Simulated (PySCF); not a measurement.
C3H7NS: core ionisation energies

C₃H₇NS.
Geometry (PBE0-D3(BJ)/def2-SVP, Å), atoms numbered from 1 in this order:
```
atom  x, y, z in Å
C1     1.974    0.501    0.291
N2     0.616    0.287    0.700
C3    -0.120   -0.460   -0.005
C4    -1.549   -0.702    0.349
S5    -2.669   -0.014   -0.916
H6     2.146    1.580    0.144
H7     2.656    0.189    1.099
H8     2.259   -0.033   -0.638
H9     0.239   -0.941   -0.940
H10   -1.766   -0.285    1.342
H11   -1.774   -1.780    0.358
H12   -2.294    1.272   -0.746
```

Method used: PySCF, delta-SCF UKS SCAN, pcX-2 on the ionised atom, pcseg-1 elsewhere, spin-free X2C. Each binding energy is the total energy of the core-ionised species, with the hole localised on one atom, minus that of the ground state; both are solved self-consistently, so orbital relaxation is included.

Task: What binding energy does each computed site have?

Result: 
| atom(s) | bonded to | level | binding energy (eV) | above the level's lowest (eV) | count |
| --- | --- | --- | --- | --- | --- |
| C1 | N and 3 H | C 1s | 291.51 | 0.00 | 1 |
| C4 | S, C and 2 H | C 1s | 291.56 | +0.05 | 1 |
| C3 | N (double bond), C and H | C 1s | 291.72 | +0.21 | 1 |
| N2 | C (double bond) and C | N 1s | 404.57 | 0.00 | 1 |
| S5 | C and H | S 1s | 2477.35 | 0.00 | 1 |

The 3 C 1s values lie within 0.21 eV of each other; Gaussian lines of 0.5 eV full width would blend them into one maximum.

Task: Express the binding energy of S 1s of S5 in atomic units and per mole.

Result: 2477.35 eV = 91.0409 Eh = 239028 kJ/mol.

Task: Which photon wavelength matches the S 1s of S5 threshold?

Result: λ = hc/E = 12398.42 eV Å / 2477.35 eV = 5.005 Å.

Not every level is listed. The structure is a single PBE0-D3(BJ)/def2-SVP conformer in the gas phase; no vibrational or solvent corrections.
